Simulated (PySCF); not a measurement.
Computed with PySCF and rigid-rotor harmonic-oscillator thermochemistry at 1 bar. The comparison is the NASA 1993 polynomial table, which mixes measured and estimated data. 6-31G* has spherical d functions here. All species are closed-shell singlets. B3LYP is the form with VWN-RPA correlation. The harmonic model lacks anharmonicity and excited electronic states, which grow with temperature; levels with a mode under 35 cm⁻¹ are left out. The table's entry may be an old estimate for SOF₂ (not checked at source).

Harmonic frequencies at B3LYP/6-31G* (cm⁻¹): 340, 360, 494, 763, 812, 1316. Point group Cs; S°(298 K) = 281.3 J/mol/K at this level.

Q: Work out Cp and S° of gaseous SOF₂ at 500, 800, 1200, 1600, 2000 K from these, and set them beside the table.

A: 
| T (K) | Cp B3LYP/6-31G* | Cp table | S° B3LYP/6-31G* | S° table |
|---|---|---|---|---|
| 500 | 69.4 | 69.0 | 314.4 | 311.9 |
| 800 | 76.6 | 76.4 | 348.8 | 346.2 |
| 1200 | 80.0 | 79.7 | 380.6 | 377.9 |
| 1600 | 81.3 | 81.2 | 403.8 | 401.1 |
| 2000 | 81.9 | 82.0 | 422.0 | 419.3 |
Units J/mol/K.
